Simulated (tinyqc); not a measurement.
Inside a calculation. Method: FCI on RHF in the sto-6g basis, frozen core, for OH-, spin multiplicity 1. The basis has no diffuse functions, so it cannot describe the extra electron: this is an exercise in the method, not the real anion. One step of it, computed by the program tinyqc.

Question. FCI: determinants and Hamiltonian. Slater-Condon rules over spin orbitals, with the nuclear repulsion and the energy of the frozen orbital added and E(HF) subtracted on the diagonal. Only determinants linked to the reference directly or through others are kept (one block of an abelian symmetry group), so some states are absent.

one-electron integrals dressed by the frozen orbital, h + 2 (pq|11) - (p1|1q) (hartree), lower triangle:
```
           2          3          4          5          6
2  -5.136682
3   0.365982  -3.932846
4   0.000000   0.000000  -4.705286
5   0.000000   0.000000   0.000000  -4.705286
6  -0.550971  -0.893198   0.000000   0.000000  -3.835631
```

energy of the frozen orbital, 2 h_11 + (11|11) = -60.02476343 hartree

Two-electron integrals over orbitals (pq|rs), unique and non-zero (hartree); the lowest 1 orbital is frozen and left out:
```
(22|22) 0.731490    (32|22) -0.051938   (32|32) 0.137840    (33|22) 0.606874
(33|32) 0.001081    (33|33) 0.633140    (42|42) 0.154158    (43|42) -0.047073
(43|43) 0.036704    (44|22) 0.762378    (44|32) -0.102317   (44|33) 0.591467
(44|44) 0.880663    (52|52) 0.154158    (53|52) -0.047073   (53|53) 0.036704
(54|54) 0.047461    (55|22) 0.762378    (55|32) -0.102317   (55|33) 0.591467
(55|44) 0.785741    (55|55) 0.880663    (62|22) 0.096730    (62|32) 0.038566
(62|33) 0.003011    (62|44) 0.100598    (62|55) 0.100598    (62|62) 0.108951
(63|22) 0.131494    (63|32) -0.117906   (63|33) 0.022134    (63|44) 0.167566
(63|55) 0.167566    (63|62) 0.031161    (63|63) 0.176327    (64|42) 0.036040
(64|43) 0.011812    (64|64) 0.037982    (65|52) 0.036040    (65|53) 0.011812
(65|65) 0.037982    (66|22) 0.677177    (66|32) 0.016886    (66|33) 0.633572
(66|44) 0.666985    (66|55) 0.666985    (66|62) 0.084873    (66|63) 0.056403
(66|66) 0.716145
```

nuclear repulsion = 3.80703029 hartree

Hartree-Fock energy = -74.78481202 hartree

Give: determinants; H - E(HF) between determinants.

Answer.

Occupation strings over the orbitals (2 doubly, a alpha, b beta, 0 empty; spin orbitals ordered 1a 1b 2a 2b ...): 222220 22a22b 2a222b 22b22a 2b222a 222202 222022 220222 2ab222 2ba222 202222

H - E(HF) between determinants (hartree), lower triangle:
```
         222220   22a22b   2a222b   22b22a   2b222a   222202   222022   220222
222220   0.0000
22a22b   0.0000   0.5667
2a222b   0.0000   0.0143   1.1124
22b22a   0.0000  -0.1763  -0.0312   0.5667
2b222a   0.0000  -0.0312  -0.1090   0.0143   1.1124
222202   0.0380  -0.0118  -0.0360   0.0118   0.0360   0.7575
222022   0.0380  -0.0118  -0.0360   0.0118   0.0360   0.0475   0.7575
220222   0.1763   0.0343   0.1179  -0.0343  -0.1179   0.0367   0.0367   1.2155
2ab222  -0.0312  -0.1179   0.0751   0.0819  -0.0386   0.0471   0.0471   0.0015
2ba222   0.0312   0.0819  -0.0386  -0.1179   0.0751  -0.0471  -0.0471  -0.0015
202222   0.1090  -0.0386  -0.0119   0.0386   0.0119   0.1542   0.1542   0.1378

         2ab222   2ba222  202222
2ab222   1.6914
2ba222  -0.1378   1.6914
202222   0.0545  -0.0545  2.3181
```
